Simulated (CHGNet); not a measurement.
## Rock-salt HfC

All values below come from the machine-learned potential CHGNet 0.3.0 (trained on PBE and PBE+U data).

Cell: relaxed at this level.

```
Quantity                               Result
------------------------------  -------------
equilibrium lattice constant a        4.650 Å
volume per atom                 12.57 Å³/atom
```

Measured, for comparison: lattice constant a 4.638 Å, equilibrium volume per atom 12.47 Å³/atom (temperature not stated, not corrected to a static lattice; as tabulated in Zhang et al. (2018), doi:10.1088/1367-2630/aac7f0). Computed (rounded) less measured: lattice constant a +0.3 %, equilibrium volume per atom +0.8 %.

A machine-learned potential is trained on density-functional data: it inherits that level's misses and adds fitting errors of its own.
